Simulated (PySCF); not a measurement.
## Deuteron quadrupole couplings in `C=CCP(C)P`

C₄H₁₀P₂.
Z-matrix (Å and degrees, GFN2-xTB geometry), rows numbered from 1:
```
C 
C   1  1.3217
C   2  1.4875  1  123.69
P   3  1.8781  2  109.64  1   104.55
C   4  1.8558  3   97.54  2  -165.64
P   4  2.1760  3   96.95  2   -66.75
H   1  1.0787  2  121.47  3     1.90
H   1  1.0764  2  122.07  3  -178.43
H   2  1.0827  1  120.57  3   177.64
H   3  1.0936  2  110.83  1  -137.84
H   3  1.0933  2  111.10  1   -15.90
H   5  1.0888  4  108.74  3   -68.43
H   5  1.0889  4  108.92  3   173.47
H   5  1.0892  4  111.54  3    52.65
H   6  1.3910  4   93.37  3    90.56
H   6  1.3930  4   92.29  3  -177.14
```

Level: PBE0/pcSseg-1 (PySCF, non-relativistic); Q(2H) = 0.00286 b; rigid geometry, the same for H and D, with no vibrational averaging.

Task: Rank these positions by the coupling χzz of a deuteron there, largest first.
A. H16 (P–H hydrogen)
B. H9 (vinylic hydrogen)
C. H8 (vinylic hydrogen)
D. H11 (methylene hydrogen)
E. H13 (methyl hydrogen)
F. H7 (vinylic hydrogen)

Result: C (228 kHz), F (223 kHz), B (217 kHz), E (212 kHz), D (203 kHz), A (137 kHz).

Task: What are Vzz, η and χzz (234.96 MHz × Q × Vzz) at all hydrogens?

Result: 
```csv
atom,bonded to,bond length (Å),Vzz (au),η,χzz (kHz)
H7,C1,1.079,0.3324,0.06,223
H8,C1,1.076,0.3393,0.05,228
H9,C2,1.083,0.3228,0.06,217
H10,C3,1.094,0.3049,0.02,205
H11,C3,1.093,0.3017,0.03,203
H12,C5,1.089,0.3163,0.01,213
H13,C5,1.089,0.3152,0.01,212
H14,C5,1.089,0.3121,0.01,210
H15,P6,1.391,0.2049,0.06,138
H16,P6,1.393,0.2037,0.08,137
```

Task: Average by the element that carries the hydrogen.

Result: on C: 214 kHz over 8 positions, mean bond length 1.086 Å; on P: 137 kHz over 2 positions, mean bond length 1.392 Å.

Task: How does χzz go with the bond length over the 8 C–H bonds?

Result: A straight-line fit has a slope of -13.3 kHz for each 0.01 Å, with a correlation coefficient of -0.99, over lengths from 1.076 to 1.094 Å. The longer bonds have the smaller couplings here.

Task: A static deuteron (I = 1) shows a doublet split by (3/2)χ, (3/4)χ(1 + η) and (3/4)χ(1 − η) with the field along z, y and x of the gradient. What are these for H8?

Result: With |χ| = 228.0 kHz and η = 0.050: 342, 180 and 162 kHz, to first order and without motion.

Geometry: GFN2-xTB, one conformer, isolated molecule. GFN2-xTB bond lengths can be off by several hundredths of an ångström, more for odd bonds, and the gradients follow them. A larger basis could move these couplings by a tenth or more.
